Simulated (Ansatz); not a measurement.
# BH (triplet): wave-function methods side by side at distance B1–H2 = 0.938 Å, cc-pVQZ

How much of the correlation energy of BH (triplet) does each wave-function method recover here?

Program: Ansatz 0.2.0, Gaussian basis. Level of theory: cc-pVQZ, core rule «outside noble gas», up to 1 orbitals frozen. These are calculated values, not measurements.

The runs, in order: UHF; CCSD(T) on ROHF; CCSD(T) on UHF; BCCD(T) on ROHF; CCSDT(Q) on ROHF; CCSDT(Q) on UHF; CASSCF and NEVPT2, 4 electrons in 5 orbitals; Full CI.

17 further runs of the same task are left out: 10 that didn't finish, 7 set aside as unsound or not needed.

## Step 1: The system

The geometry derives from a PBE0/def2-TZVP stationary point (not a proven minimum). One bond is set to the value named and the two fragments are kept rigid.

2 atoms, charge 0, spin multiplicity 3.

Atoms are counted from 1 here; the program's logs count them from 0.

Bond lengths: B1–H2 0.938 Å.

## Step 2: UHF

The input, in.yaml:

```yaml
crystal:
  periodic: [false, false, false]
  atoms:
    - {symbol: B, position_ang: [0.000000, 0.000000, 0.000000]}
    - {symbol: H, position_ang: [0.000000, 0.000000, 0.938000]}
basis:
  gaussian: {orbitals: cc-pVQZ}
magnetization: {spin_polarized: true, initial_magnetization: 2}
hamiltonian: {xc: hf}
output: {orbitals: {seedname: orbitals}}
```

Run with:

```console
ansatz run in.yaml --threads 1 --pin off --events-out ev --progress --plain --max-ram 2393MiB
```

After this run come: CCSD(T) on ROHF; CCSD(T) on UHF; BCCD(T) on ROHF; CCSDT(Q) on ROHF; CCSDT(Q) on UHF; CASSCF and NEVPT2, 4 electrons in 5 orbitals; Full CI.

Q: Predict the results of all the runs planned. Wanted: FCI below the RHF energy; RMP2 from FCI; UMP2 from FCI; RCCSD from FCI; RCCSD(T) from FCI; UCCSD(T) from FCI; RCCSDT(Q) from FCI; UCCSDT(Q) from FCI; NEVPT2 valence from FCI.

As calculated:

```
                         quantity                                                                            value
         FCI below the RHF energy                                                                       -1.8486 eV
                    RMP2 from FCI                                                                       +365.0 meV
                    UMP2 from FCI                                                                       +363.2 meV
                   RCCSD from FCI                                                                        +42.6 meV
                RCCSD(T) from FCI                                                                         +8.2 meV
                UCCSD(T) from FCI                                                                         +7.4 meV
               RCCSDT(Q) from FCI                                                                         -0.2 meV
               UCCSDT(Q) from FCI                                                                         -1.1 meV
          NEVPT2 valence from FCI                                                                       +368.5 meV
levels within 1 kcal/mol (43 meV)  RCCSD, UCCSD, RCCSD(T), UCCSD(T), BCCD(T), RCCSDT, UCCSDT, RCCSDT(Q), UCCSDT(Q)
                    T1 diagnostic                                                                            0.017
   effectively unpaired electrons                                                                             2.01
```

**Reading.** RCCSD(T) misses by +8.2 meV, 0.4 % of the correlation energy. One determinant dominates. These misses are within one basis, not against nature; the frozen cores of restricted and unrestricted runs differ, which can shift their rows.
